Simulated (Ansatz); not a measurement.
Rutile SnO₂, treated with LDA (plane waves, PAW; Ansatz, an electronic-structure program).

Settings: plane-wave cutoff 520 eV, 6×6×8 k mesh (along the axes of the cell as run), scalar-relativistic PAW data made under PBE.

Computed at the level's own relaxed cell.

```yaml
crystal:
  lattice:
    - [4.72263, 0.00000, 0.00000]
    - [0.00000, 4.72263, 0.00000]
    - [0.00000, 0.00000, 3.19039]
  atoms:
    - { symbol: Sn, position: [0.00000, 0.00000, 0.00000] }
    - { symbol: Sn, position: [0.50000, 0.50000, 0.50000] }
    - { symbol: O, position: [0.30608, 0.30608, 0.00000] }
    - { symbol: O, position: [0.80608, 0.19392, 0.50000] }
    - { symbol: O, position: [0.19392, 0.80608, 0.50000] }
    - { symbol: O, position: [0.69392, 0.69392, 0.00000] }
```

### Question
Give the elastic tensor (Voigt notation, GPa, ions relaxed, in the Cartesian axes of the cell as printed).

### Answer

```
  248.2   179.5   155.3     0.0     0.0     0.0
  179.5   248.2   155.3     0.0     0.0     0.0
  155.3   155.3   430.2     0.0     0.0     0.0
    0.0     0.0     0.0    94.4     0.0     0.0
    0.0     0.0     0.0     0.0    94.4     0.0
    0.0     0.0     0.0     0.0     0.0   204.3
```

Measured, for comparison: elastic constant C11 262 GPa, elastic constant C12 177 GPa, elastic constant C44 103 GPa, elastic constant C33 450 GPa, elastic constant C13 156 GPa, elastic constant C66 207 GPa (temperature not stated, not corrected to a static lattice; as tabulated in Oses et al. (2018), arXiv:1811.08464). Computed (rounded) less measured: elastic constant C11 -5 %, elastic constant C12 +1 %, elastic constant C44 -8 %, elastic constant C33 -4 %, elastic constant C13 -0.6 %, elastic constant C66 -1 %. A static lattice is as a rule a little smaller and stiffer than an uncorrected measurement, which narrows the difference in the elastic constant C12 and would widen misses of the other sign.

Computed values are for the static lattice.
